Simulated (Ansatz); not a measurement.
System: rhombohedral A7 As. Method: PBE-D3(BJ) in Ansatz (plane waves, PAW).

Settings: plane-wave cutoff 520 eV, 18×18×18 k mesh, Fermi–Dirac smearing 0.05 eV, scalar-relativistic PAW data made under PBE.

Shape and atoms are relaxed at each volume.

Pressure at four volumes; x = ln(V/20.900 Å³). One pressure is withheld.

```tsv
V (Å³/atom)	x	P (GPa)
20.064	-0.0408	?
20.482	-0.0202	1.05
20.900	0.0000	0.00
21.736	0.0392	-1.66
```

Pass a parabola P(x) through the three rows shown, estimate the bulk modulus and its pressure derivative near zero pressure, and predict the withheld pressure.

Slopes between the rows: (0.00 − (1.05))/(0.0000 − (-0.0202)) = -51.98 and (-1.66 − (0.00))/(0.0392 − (0.0000)) = -42.35 GPa. Their difference over the span 0.0594 is c = 9.63/0.0594 = 162.1 GPa, so P(x) = 1.05 + (-51.98)(x − (-0.0202)) + 162.1 (x − (-0.0202))(x − (0.0000)). At the middle row B = −dP/dx = −[-51.98 + 162.1 × 0.0202] = 48.7 GPa, and B′ = dB/dP = 2c/B = 6.7. At x = -0.0408 the parabola gives 2.26 GPa; the run gives 2.29 GPa. The Birch–Murnaghan fit to the energies at all volumes has B0 = 48.8 GPa and B′ = 7.3.

Measured, for comparison: bulk modulus 40.8 GPa (copied from a table, unchecked, extrapolated to 0 K and zero-point effects removed; as tabulated in Lejaeghere et al. (2013), arXiv:1204.2733). Computed (rounded) less measured: bulk modulus not scored (unchecked).

Note: the bulk modulus comes from volumes at which shape and atoms were relaxed.

Ansatz is an electronic-structure program.
